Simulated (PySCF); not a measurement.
Consider `N[O]` (H2NO•, doublet). Non-hydrogen atoms are numbered in `[NH2:1][O:2]`.

Energies: ωB97X-D3(BJ)/ma-def2-TZVP (PySCF, density fitting, integration grid level 2) on PBE0-D3(BJ)/ma-def2-SVP structures. The prefix ma- adds one diffuse s and one diffuse p function on all atoms but H. ωB97X-D3(BJ) is ωB97X-V with D3(BJ) in place of VV10. Zero-point and thermal terms (298.15 K, 1 bar) come from unscaled PBE0-D3(BJ)/ma-def2-SVP harmonic frequencies, with soft modes damped to free rotors in the entropy.

(1) What are the vertical and the adiabatic ionisation energy for forming the singlet cation?

(2) What are the vertical and the adiabatic ionisation energy for forming the triplet cation?

(3) Where does the unpaired spin of the relaxed triplet cation sit?

(4) Which spin state does oxidation lead to?

Results:

(1) 9.68 eV vertical and 9.36 eV adiabatic, the latter with zero-point energy.

(2) 10.83 eV vertical and 10.76 eV adiabatic, the latter with zero-point energy.

(3) O2 (oxygen) 1.33, N1 (amine nitrogen) 0.61 (intrinsic atomic orbital populations).

(4) The singlet, 1.39 eV below the triplet.

Differences come from unrounded values, so a last digit can differ from that of the printed terms.
